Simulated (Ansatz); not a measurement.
**BN2 (quartet): wave-function methods side by side, cc-pVDZ**

The task here is to estimate one member of a computed series from the others.

Program: Ansatz 0.2.0, Gaussian basis. Level of theory: cc-pVDZ, core rule «outside noble gas», up to 3 orbitals frozen. These are calculated values, not measurements.

To be run: UHF; CCSD(T) on ROHF; CCSD(T) on UHF; BCCD(T) on ROHF; CISD; CCSDT(Q) on ROHF; CCSDT(Q) on UHF.

36 further runs of the same task are left out: 12 for a known fault of the program, 12 that didn't finish, 12 set aside as unsound or not needed.

**The system**

The geometry is a PBE0/def2-TZVP stationary point (not a proven minimum).

3 atoms, charge 0, spin multiplicity 4.

Atoms are counted from 1 here; the program's logs count them from 0.

Bond lengths: B1–N2 1.314 Å, N2–N3 1.170 Å. Angles: B1–N2–N3 180.0°.

As a file:

```xyz
3
BN2
B     0.0000    0.0000    1.2660
N     0.0000    0.0000   -0.0482
N     0.0000    0.0000   -1.2178
```

The first run:

in.yaml reads:

```yaml
crystal:
  periodic: [false, false, false]
  atoms:
    - {symbol: B, position_ang: [0.000000, 0.000000, 1.266000]}
    - {symbol: N, position_ang: [0.000000, 0.000000, -0.048200]}
    - {symbol: N, position_ang: [0.000000, 0.000000, -1.217800]}
basis:
  gaussian: {orbitals: cc-pVDZ}
magnetization: {spin_polarized: true, initial_magnetization: 3}
hamiltonian: {xc: hf}
output: {orbitals: {seedname: orbitals}}
```

Started as:

```sh
> ansatz run in.yaml --threads 1 --pin off --events-out ev --progress --plain --max-ram 2393MiB
```

Steps of the session up to this table: UHF; CCSD(T) on ROHF; CCSD(T) on UHF; BCCD(T) on ROHF; CISD; CCSDT(Q) on ROHF; CCSDT(Q) on UHF.

One table of the session follows, with a row left open; its other results are not shown here.

It belongs to the step «Misses and costs». 

```
   method  from UCCSDT(Q) (kJ/mol)
     ROHF                  +1035.3
      UHF                   +929.6
     RMP2                    +50.7
     UMP2                   +126.5
     CISD                   +131.4
    RCCSD                    +46.8
    UCCSD                        ?
 RCCSD(T)                     +6.3
 UCCSD(T)                     +7.6
  BCCD(T)                     +6.9
   RCCSDT                     +5.2
   UCCSDT                     +4.3
RCCSDT(Q)                      0.0
UCCSDT(Q)                        0
```

Q: Estimate the row for UCCSD from the others.

**Answer.** from UCCSDT(Q) (kJ/mol): +42.3. In the column «from UCCSDT(Q) (kJ/mol)» it lies between UCCSD(T) (+7.6) and RCCSD (+46.8).

With the free atoms at the same levels and basis (separate runs), the atomisation energy is 8.219 eV at UCCSDT(Q), 8.177 eV at RCCSD(T), 8.160 eV at UCCSD(T), 4.120 eV at ROHF.

Caveats from the session: Restricted and unrestricted rows rest on different reference determinants; where their highest levels disagree by more than a few hundredths of an eV, they describe different states and don't form one ladder.
